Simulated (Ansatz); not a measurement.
in.yaml

```yaml
crystal:
  periodic: [false, false, false]
  atoms:
    - {symbol: B, position_ang: [0.000000, 0.000000, -0.074131]}
    - {symbol: H, position_ang: [0.000000, 0.717784, -1.128877]}
    - {symbol: H, position_ang: [0.000000, 0.000000, 3.052869]}
    - {symbol: H, position_ang: [0.000000, -0.717784, -1.128877]}
basis:
  gaussian: {orbitals: def2-mTZVP}
total_charge: 1
magnetization: {spin_polarized: false, initial_magnetization: 1}
hamiltonian: {xc: hf}
scf: {lower_state_search: off}
output: {forces: true, orbitals: {seedname: orbitals}}
```

```sh
$ ansatz run in.yaml --threads 1 --pin off --events-out ev --progress --plain --max-ram 2393MiB
```

The program prints:

```
these checks for a lower state are left out or cut short: stability, starts, cluster_reference, orbital_swaps, neighbouring_geometries, increment
284 factors; integrals over basis functions are off by at most 9.3e-4 eV
mean field evaluation 1: about -698.0803 eV, gradient 1.2e1 eV
mean field evaluation 2: about -698.0793 eV, gradient 1.2e1 eV
mean field evaluation 4: about -701.3829 eV, gradient 4.4e0 eV
mean field evaluation 8: about -701.5086 eV, gradient 2.7e-1 eV
mean field evaluation 16: about -701.5103 eV, gradient 5.2e-7 eV
mean field -701.51034996 eV, -25.7800298601 hartree, gradient 5.2e-7 eV, S^2 0.750000; 0 other end points of the search recorded, 0 dependent functions left out
the calculation of the forces begins
reference -701.51034996 eV, -25.7800298601 hartree; 4, 3 occupied and 24, 25 virtual orbitals, 284 factors
Total energy: -701.51034996 eV, -25.7800298601 hartree
Atom 0 at     0.000000     0.000000    -0.074131 Å, force     0.000000     0.000000    -7.670321 eV/Å
Atom 1 at     0.000000     0.717784    -1.128877 Å, force    -0.000000     3.214280     3.950213 eV/Å
Atom 2 at     0.000000     0.000000     3.052869 Å, force     0.000000    -0.000000    -0.230105 eV/Å
Atom 3 at     0.000000    -0.717784    -1.128877 Å, force     0.000000    -3.214280     3.950213 eV/Å
Dipole moment:     0.000000     0.000000     0.066819 e Å
Checks for a lower state left out: stability, starts, cluster_reference, orbital_swaps, neighbouring_geometries, increment
```

Forces (eV/Å):
```
B    0.000  0.000 -7.670
H    0.000  3.214  3.950
H    0.000  0.000 -0.230
H    0.000 -3.214  3.950
```

Ran on 1 thread of Arm Neoverse V2, shared host: 0.12 s wall, 0.15 GiB peak host memory.
